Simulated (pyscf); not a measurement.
## Hydrogen abstraction: Cl–GeH₂–Cl + H atom (H•) → Cl–GeH•–Cl + hydrogen (H₂)

Gas phase, doublet surface, charge 0. Bonds broken: Ge2–H4. Bonds formed: H4–H6. Optimised with ωB97X-D3(BJ)/def2-SVP in PySCF.

Transition state (Å):

```xyz
6

Cl     0.2110    -0.9307     0.9582
Ge    -1.3354    -0.1399    -0.2987
Cl    -1.3731    -1.2859    -2.1103
H     -0.9522     1.3433    -0.6682
H     -2.6760    -0.3180     0.4140
H     -0.5715     2.6274    -1.0135
```

One imaginary mode, 768i cm⁻¹; descent along it reached the two sides named.

```csv
bond,change,reactant side (Å),saddle,product side
Ge2–H4,breaks,1.526,1.576,3.3
H4–H6,forms,3.3,1.383,0.760
```

Electronic energies relative to the separated reactants (kcal/mol):

```
level                   barrier  reaction energy  reverse barrier
----------------------  -------  ---------------  ---------------
ωB97X-D3(BJ)/def2-TZVP      3.0            -20.7             23.7
PBE/def2-TZVP              -1.1            -24.9             23.8
r²SCAN/def2-TZVP           -2.3            -24.9             22.6
B3LYP-D3(BJ)/def2-TZVP     -1.4            -26.5             25.0
PBE0-D3(BJ)/def2-TZVP       0.4            -21.7             22.1
M06-2X/def2-TZVP            3.6            -25.2             28.9
ωB97M-D3(BJ)/def2-TZVP      2.9            -23.0             25.9
HF/def2-TZVP                8.7            -14.7             23.4
```

With ωB97M-D3(BJ)/def2-TZVP energies and thermal terms (ideal gas, 1 atm, RRHO with modes under 100 cm⁻¹ raised to 100, one conformer, R ln 2 for chiral ones without a mode under 150 cm⁻¹), in kcal/mol:

```
T (K)  ΔH‡   ΔG‡     ΔH     ΔG
-----  ---  ----  -----  -----
298    1.8   7.5  -22.0  -23.9
600    1.5  13.3  -22.1  -25.8
900    1.3  19.2  -22.6  -27.5
1200   1.1  25.2  -23.3  -29.1
```

At PBE, r²SCAN, B3LYP-D3(BJ) this geometry lies under the reactants; that is no barrier but a single point on another level's saddle; such a level's own saddle, if it has one, lies nearer that side and is low. One saddle was located; it need not be the lowest between these sides. The angle at the transferred H is 178°. Elements up to Kr have no core potential and no relativistic terms here.
